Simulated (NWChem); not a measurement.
**Total energies of formaldehyde (CH$_{2}$O)**

```
C
O 1 1.1961
H 1 1.1199 2 122.51
H 1 1.1199 3 114.98 2 180.00
```
Charge 0, spin multiplicity 1.

The numbers come from NWChem runs, not from measurements. The geometry was optimised at PBE0/def2-SVP, a minimum by its harmonic frequencies.

Basis set: 6-311G** (48 functions).

| method | total energy (Ha) |
|---|---|
| RHF | -113.89768 |
| MP2 | -114.23469 |
| B2PLYP | -114.43223 |
| PBE | -114.40169 |
| B3LYP | -114.53622 |
| CAM-B3LYP | -114.48541 |
| CCSD(T) | -114.26015 |

Total energies of different functionals aren't comparable as a measure of quality: only differences taken within one method are. 

The correlated methods keep 2 core orbitals frozen. B3LYP has NWChem's definition, with VWN1-RPA local correlation. The Pople sets run with spherical d functions. Coupled-cluster values serve here as a point of comparison, not as the truth.
